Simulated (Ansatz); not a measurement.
Geometry optimisation, RKS PBE0-D4/6-31G* (Ansatz 0.2.0).

Input file:

```yaml
crystal:
  periodic: [false, false, false]
  atoms:
    - { symbol: Si, position_ang: [-0.075179, 0.13764, 0.14217] }
    - { symbol: "N", position_ang: [-0.047522, 0.315067, 1.917802] }
    - { symbol: H, position_ang: [-0.77647, -0.118644, 2.46802] }
    - { symbol: H, position_ang: [0.83278, 0.305579, 2.410553] }
    - { symbol: Si, position_ang: [2.102794, 0.148253, -0.721173] }
    - { symbol: H, position_ang: [2.589178, -1.240119, -0.962387] }
    - { symbol: H, position_ang: [2.143794, 0.887753, -2.014698] }
    - { symbol: H, position_ang: [3.054562, 0.808964, 0.220782] }
    - { symbol: H, position_ang: [-0.841857, 1.269323, -0.459802] }
    - { symbol: H, position_ang: [-0.771537, -1.107108, -0.302835] }
    - { symbol: H, position_ang: [0.995994, -2.160708, 0.986857] }
    - { symbol: H, position_ang: [0.818462, -1.748199, 1.536511] }
basis:
  gaussian: { orbitals: "6-31G*" }
hamiltonian:
  xc: pbe0
  dispersion: d4
relax:
  f_tol: 0.03
  max_steps: 50
output:
  orbitals: {}
```

Launched with:

```bash
$ ansatz run input.yaml --threads 1 --pin off --max-ram 2048MiB --backend cpu --events-out ev --progress --plain --runs-dir out
```

**Question.** Where does it end, and by what steps?

**Answer.** The forces met the threshold. The force dipped under the threshold on the way, but the program's further checks kept it going. After 33 steps the energy has fallen by 0.302 eV; H12 moved furthest, 1.22 Å.

| step | energy less start (eV) | largest force component (eV/Å) | accepted |
| --- | --- | --- | --- |
| 0 | 0.0000 | 1.213 | yes |
| 2 | -0.2065 | 0.314 | yes |
| 4 | -0.2536 | 0.116 | yes |
| 6 | -0.2754 | 0.460 | yes |
| 8 | -0.2840 | 0.178 | yes |
| 10 | -0.2917 | 0.161 | yes |
| 12 | -0.2970 | 0.050 | yes |
| 14 | -0.2987 | 0.058 | yes |
| 16 | -0.2994 | 0.085 | yes |
| 18 | -0.3000 | 0.019 | yes |
| 20 | -0.3004 | 0.053 | yes |
| 22 | -0.3007 | 0.053 | yes |
| 24 | -0.2995 | 0.326 | no |
| 26 | -0.3015 | 0.073 | yes |
| 28 | -0.3018 | 0.073 | yes |
| 30 | -0.3021 | 0.033 | yes |
| 32 | -0.3022 | 0.030 | yes |
| 33 | -0.3023 | 0.007 | yes |

```xyz
12
Properties=species:S:1:pos:R:3
Si -0.063 0.364 0.184
N 0.069 0.425 1.917
H -0.763 0.637 2.452
H 0.606 -0.296 2.381
Si 2.090 0.349 -0.725
H 2.896 -0.778 -0.166
H 2.032 0.177 -2.207
H 2.811 1.620 -0.428
H -0.791 1.594 -0.241
H -0.828 -0.796 -0.385
H 1.349 -2.903 1.281
H 0.615 -2.895 1.159
```

Whether the end is a true minimum wasn't checked by a vibrational analysis.

Time of the run: 95 s on 1 thread of Arm Neoverse V2 (shared host), peak memory 0.14 GiB.
